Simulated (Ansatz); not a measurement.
Relaxation of AlClFH (4 atoms, charge 0, multiplicity 1), to a largest force component of 0.03 eV/Å in at most 50 steps.

Level of theory: Ansatz, RKS PBE-D4/def2-SVP.

```xyz
4
Properties=species:S:1:pos:R:3
Al -0.983 0.000 0.535
H 1.682 0.000 1.256
F 1.895 0.000 0.348
Cl -1.563 0.000 -1.543
```

Task: Where does it end, and by what steps?

Result: The forces met the threshold. After 7 steps the energy has fallen by 0.067 eV; F3 moved furthest, 0.41 Å.

```tsv
step	energy less start (eV)	largest force component (eV/Å)	accepted
0	0.0000	0.379	yes
1	-0.0204	1.436	yes
2	-0.0441	0.234	yes
3	-0.0608	0.195	yes
4	-0.0645	0.134	yes
5	-0.0663	0.178	yes
6	-0.0668	0.106	yes
7	-0.0670	0.018	yes
```

```xyz
4
Properties=species:S:1:pos:R:3
Al -0.883 0.000 0.634
H 1.731 0.000 1.183
F 1.489 0.000 0.272
Cl -1.305 0.000 -1.493
```

Whether the end is a true minimum wasn't checked by a vibrational analysis.

The run took 5 s on 1 thread of Intel(R) Xeon(R) 6975P-C (Granite Rapids) (shared host), peak memory 0.14 GiB.
